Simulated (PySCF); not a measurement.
C₂H₅NO, SMILES CC(N)=O (connectivity only; charge and spin as stated), charge +1, multiplicity 2.

Coordinates come from a B3LYP-D3(BJ)/def2-SVP optimisation. The multiplicity is an assumed one; other spin states were not compared. Other conformers were not sampled.

Method: TDA-LC-ωPBE/def2-SVPD (PySCF).

Vertical excitations. Gas-phase values at a fixed geometry.

Problem. Estimate the UV-visible absorptions. (The exact figures need the calculation; the answer reports its results.)

Solution. 
| state | energy (eV) | λ (nm) | f | main pairs |
|---|---|---|---|---|
| root 1 | 1.36 | 912 | 0.000 | β HOMO→LUMO 77 %, β HOMO−1→LUMO 13 % |
| root 2 | 4.48 | 277 | 0.009 | β HOMO−3→LUMO 50 %, β HOMO−5→LUMO 26 %, β HOMO−2→LUMO 18 % |
| root 3 | 4.64 | 267 | 0.001 | β HOMO−1→LUMO 68 %, β HOMO→LUMO 21 %, β HOMO−4→LUMO 11 % |
| root 4 | 5.38 | 231 | 0.007 | β HOMO−2→LUMO 77 %, β HOMO−3→LUMO 21 % |
| root 5 | 5.88 | 211 | 0.000 | α HOMO→LUMO 46 %, β HOMO→LUMO+1 51 % |
| root 6 | 6.81 | 182 | 0.075 | β HOMO−5→LUMO 62 %, β HOMO−3→LUMO 22 % |
| root 7 | 6.93 | 179 | 0.000 | β HOMO−4→LUMO 80 %, β HOMO−1→LUMO 18 % |
| root 8 | 8.10 | 153 | 0.002 | α HOMO−1→LUMO 77 %, α HOMO−3→LUMO 17 % |
| root 9 | 8.53 | 145 | 0.066 | α HOMO−2→LUMO 29 %, α HOMO→LUMO 12 %, α HOMO−5→LUMO 7 %, β HOMO−1→LUMO+1 29 %, β HOMO→LUMO+1 10 %, β HOMO−4→LUMO+1 7 % |
| root 10 | 8.87 | 140 | 0.238 | α HOMO→LUMO 31 %, β HOMO→LUMO+1 31 %, β HOMO−1→LUMO+1 20 % |
Unrestricted roots are not spin-pure.
